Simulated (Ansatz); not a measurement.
AlH3NS, SMILES `[NH2][Al][SH]` radical. Total charge 0; spin multiplicity 2.

Cartesian coordinates in Å:
```
N -0.160 -1.094 0.775
Al -0.372 0.611 0.350
S 0.568 1.255 -1.541
H 0.348 -1.770 0.224
H -0.532 -1.526 1.604
H 0.148 2.524 -1.411
```

List the harmonic frequencies (cm⁻¹, unscaled) at PBE0-D4/def2-TZVP in Ansatz. (An estimate is asked.)

Computed: 162, 162, 308, 367, 453, 601, 695, 814, 1556, 2719, 3594, 3693.

Is this a minimum?

Yes, all 12 modes are real.

Give the ideal-gas thermochemistry at 298.15 K and 1 bar (rigid rotor, harmonic oscillator; point group Cs, symmetry number 1).

Zero-point energy 90.5 kJ/mol; H(298) − E = 107.2 kJ/mol; entropy 310.2 J/(mol·K), of which translation 162.9, rotation 102.8, vibration 38.8, electronic 5.8; G(298) − E = 14.7 kJ/mol.

Rotational constants (cm⁻¹)?

0.8485, 0.1172, 0.103.
